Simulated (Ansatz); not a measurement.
**Counterpoise correction, worked out**

The pair of HCl (SMILES Cl, atoms 1–2) and CH4 (SMILES C, atoms 3–7), both closed shells, in one local arrangement (a lower one may exist), relaxed at PBE0-D4/def2-TZVP:

```tsv
atom	x (Å)	y (Å)	z (Å)
Cl1	-0.1629	0.0626	-2.8824
H2	-0.0906	0.0341	-1.6038
C3	0.0504	-0.0192	0.8913
H4	-0.7226	0.6912	0.5957
H5	0.1103	-0.0430	1.9788
H6	1.0162	0.2913	0.4909
H7	-0.2008	-1.0170	0.5295
```

Ansatz 0.2.0; basis: def2-TZVPPD; cores frozen in the correlated methods.

CCSD(T) total energies in eV:

| system | geometry | basis functions | energy |
| --- | --- | --- | --- |
| pair | pair | all | -13626.78911 |
| HCl | as in the pair | all (partner as ghosts) | -12526.33217 |
| CH4 | as in the pair | all (partner as ghosts) | -1100.41528 |
| HCl | as in the pair | its own | -12526.31975 |
| CH4 | as in the pair | its own | -1100.41123 |
| HCl | free (PBE0-D4 minimum) | its own | -12526.32009 |
| CH4 | free (PBE0-D4 minimum) | its own | -1100.41235 |

Work out the interaction energy with and without the counterpoise correction, the superposition error, and the binding energy from the relaxed fragments.

Without correction: -13626.78911 − (-12526.31975) − (-1100.41123) = -0.05813 eV.
With correction (each fragment in the whole basis): -13626.78911 − (-12526.33217) − (-1100.41528) = -0.04166 eV = -0.96 kcal/mol.
The superposition error is the difference, 0.01647 eV, 28 % of the uncorrected value: each fragment borrows its partner's functions.
Deformation from the free shapes: 0.00034 eV for HCl and 0.00112 eV for CH4.
Binding energy from relaxed fragments: -0.04166 + 0.00034 + 0.00112 = -0.04020 eV = -0.93 kcal/mol (electronic, without zero-point energy; negative means bound). For comparison, the corrected interaction energy by CCSD(T) at an estimated basis limit (MP2 extrapolated from triple and quadruple zeta, plus CCSD(T) − MP2 in triple zeta) is -0.051 eV; triple zeta with the correction binds less.

No T1 diagnostic of these runs exceeds 0.008.

For scale, one of the runs: CCSD(T)/def2-TZVPPD, 173 basis functions, launched by `ansatz run in.yaml --threads 2 --pin off --events-out ev --progress --plain --max-ram 5222MiB`. The run took 18 s on 2 CPU threads of an Intel Xeon Platinum 8488C (shared host), with 1.4 GiB of host memory at its peak.
